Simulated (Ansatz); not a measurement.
Two isomers of C2H5NS: A = `N/C=C\S`, B = `CC(N)=S`.

Program: Ansatz. Geometries: PBE0-D4/def2-TZVP. ΔE: electronic, gas phase. CCSD(T)/CBS adds triple-zeta CCSD(T) − MP2 to the extrapolated MP2 energy (def2 sets, frozen cores). Functionals use def2-TZVPP. Each species was taken in one conformer, which may not be the lowest.

A:

```xyz
9

N    -0.819    0.278    1.083
C    -0.439    0.629   -0.177
C     0.434   -0.031   -0.954
S     1.092   -1.591   -0.481
H    -1.703    0.620    1.415
H    -0.582   -0.664    1.361
H    -0.862    1.562   -0.540
H     0.710    0.370   -1.919
H     2.169   -1.172    0.212
```

B:

```xyz
9

C     0.493    0.887   -0.428
C    -0.499    0.027    0.299
N    -0.209   -1.281    0.290
S    -1.822    0.631    1.063
H     0.115    1.900   -0.518
H     1.435    0.910    0.128
H     0.702    0.486   -1.424
H    -0.818   -1.918    0.773
H     0.603   -1.641   -0.182
```

Q: Which isomer does CCSD(T)/CBS put lower? Give the gap. (An estimate is asked.)

A: Ansatz gave: B, by 65.8 kJ/mol.

Q: Give E(B) − E(A) in kJ/mol with B2PLYP, MP2/def2-TZVPP, PBE0-D4, ωB97M-V, BLYP-D4, PBE-D4, r2SCAN-D4. (Best estimate.)

A: Computed: B2PLYP -69.4, MP2/def2-TZVPP -69.8, PBE0-D4 -66.8, ωB97M-V -66.2, BLYP-D4 -67.0, PBE-D4 -67.0, r2SCAN-D4 -71.6. None reverses the order clearly.

Q: Does the order hold for the free energy at 298.15 K (harmonic terms from PBE0-D4)? (Estimate.)

A: Computed: Yes: G(B) − G(A) = -62.2 kJ/mol, for one conformer each. Modes under 60 cm⁻¹, often nearly free rotors, make the harmonic entropy too high.

Largest T1 diagnostic: 0.016.

Leaving LDA and LC-ωPBE aside and taking each functional with its dispersion term where it has one, the values, not all of them listed here, spread over 6.2 kJ/mol, from B97M-V to CAM-B3LYP-D4. At CCSD(T), def2-SVP lies −6.9 kJ/mol from the extrapolated value and def2-TZVPP −0.7 kJ/mol.
